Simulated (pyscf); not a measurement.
Single points on ωB97X-D3(BJ)/def2-SVP structures (PySCF, gas phase). MP2 and CC: frozen core, UHF for open shells. ΔMP2 is the change of the MP2 total energy from the triple- to the quadruple-zeta basis.

Problem. Estimate by transition-state theory the rate constant of H₂O + F–B(F)–Cl → HO–B(F)–F + HCl (singlet surface; H–O, B–Cl broken, B–O, Cl–H formed) at 1200 K, with CCSD(T)/def2-TZVPP + ΔMP2(QZVPP) energies (ideal gas, 1 atm, RRHO with modes under 100 cm⁻¹ raised to 100, one conformer, R ln 2 for rigid chiral ones; no tunnelling).

Solution. The electronic barrier is 10.2 kcal/mol and the thermal terms add +40.0, so ΔG‡ = 50.2 kcal/mol. With k_BT/h = 2.50e+13 s⁻¹ and RT = 2.385 kcal/mol, and a volume of 1.64e-19 cm³ per molecule at 1 atm, k = 3.0e-15 cm³ molecule⁻¹ s⁻¹. Wigner's tunnelling factor for 1108i cm⁻¹ would be 1.07. A shift of 1 kcal/mol in the barrier changes k by a factor 1.5. On the reactant side the descent ends in an adduct with a B–O contact, 10.0 kcal/mol under the separated species and 18.1 kcal/mol under the saddle at ωB97X-D3(BJ)/def2-TZVP. What is counted as formed (B–O) is already present as a longer contact in the reactant adduct; forming that adduct is a step of its own. At ωB97X-D3(BJ) the barrier from the zero used here is 8.1 kcal/mol. One saddle was located; it need not be the lowest between these sides. The CCSD(T) − MP2 part came from Ansatz, without density fitting, on the same reference.
